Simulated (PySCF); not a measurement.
**LiP: from constants to spectrum**

UHF-CCSD(T) constants of LiP, ³Σ⁻ (triplet), unpaired electrons π ↑↑ (Li def2-SVPD, P def2-SVPD; no relativity (PySCF 2.14); masses 7.0160 and 30.9738 u):

- ωe: 464.8 cm⁻¹
- ωexe: 3.38 cm⁻¹
- Be: 0.5244 cm⁻¹
- αe: 0.00598 cm⁻¹
- D (centrifugal): 2.67e-06 cm⁻¹
- De to Li + P: 1.36 eV

**Question.** Give the vibrational terms G(v) and spacings up to v = 6.

**Answer.** G(v) = ωe(v+½) − ωexe(v+½)².

```json
{"v": "0", "G(v) (cm⁻¹)": "231.6", "G(v) − G(v−1)": "", "Bv (cm⁻¹)": "0.5214"}
{"v": "1", "G(v) (cm⁻¹)": "689.6", "G(v) − G(v−1)": "458.0", "Bv (cm⁻¹)": "0.5154"}
{"v": "2", "G(v) (cm⁻¹)": "1140.9", "G(v) − G(v−1)": "451.3", "Bv (cm⁻¹)": "0.5094"}
{"v": "3", "G(v) (cm⁻¹)": "1585.4", "G(v) − G(v−1)": "444.5", "Bv (cm⁻¹)": "0.5035"}
{"v": "4", "G(v) (cm⁻¹)": "2023.2", "G(v) − G(v−1)": "437.8", "Bv (cm⁻¹)": "0.4975"}
{"v": "5", "G(v) (cm⁻¹)": "2454.2", "G(v) − G(v−1)": "431.0", "Bv (cm⁻¹)": "0.4915"}
{"v": "6", "G(v) (cm⁻¹)": "2878.4", "G(v) − G(v−1)": "424.2", "Bv (cm⁻¹)": "0.4855"}
```

**Question.** How well does the Morse estimate ωe²/(4ωexe) reproduce De, and what is D0?

**Answer.** It gives 1.98 eV, 146 % of the computed De. D0 = De − G(0) = 1.36 − 0.03 = 1.33 eV.

Correlated steps freeze 5 core orbitals. Correlated levels converge slowly with the basis: in double zeta they bind strong bonds too weakly, by up to about 1 eV, and carry superposition errors of some tenths. The state was picked by a PBE0 search and need not be the measured ground state.
